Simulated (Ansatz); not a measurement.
```yaml
crystal:
  periodic: [false, false, false]
  atoms:
    - {symbol: Ta, position_ang: [0.000000, 0.000000, 0.000000]}
    - {symbol: O, position_ang: [0.000000, 0.000000, 2.110000]}
basis:
  gaussian: {orbitals: def2-TZVP}
total_charge: 1
magnetization: {spin_polarized: true, initial_magnetization: 2}
hamiltonian: {xc: pbe0}
relax: {f_tol: 0.004, max_steps: 80}
```

```sh
$ ansatz run in.yaml --threads 1 --pin off --events-out ev --progress --plain --max-ram 2176MiB
```

Steps of the relaxation (energy above the last step; positions in Å, forces in eV/Å):

```
2
step 1, 3041.8 meV
Ta    0.000    0.000    0.000    0.000    0.000    7.909
O     0.000    0.000    2.110    0.000    0.000   -7.909
```

```
2
step 2, 108.7 meV
Ta    0.000    0.000    0.195    0.000    0.000    3.418
O     0.000    0.000    1.915    0.000    0.000   -3.418
```

```
2
step 3, 496.8 meV
Ta    0.000    0.000    0.281    0.000    0.000   -9.810
O     0.000    0.000    1.829    0.000    0.000    9.810
```

```
2
step 6, 0.0 meV
Ta    0.000    0.000    0.225    0.000    0.000    0.001
O     0.000    0.000    1.885    0.000    0.000   -0.001
```

Close pairs at the end: Ta1–O2 1.660 Å.

A stationary point of unrestricted PBE0 after 6 steps, with ⟨S²⟩ = 2.015 against 2.00 for a pure state. 91 s on 1 thread of Arm Neoverse N1, shared host.
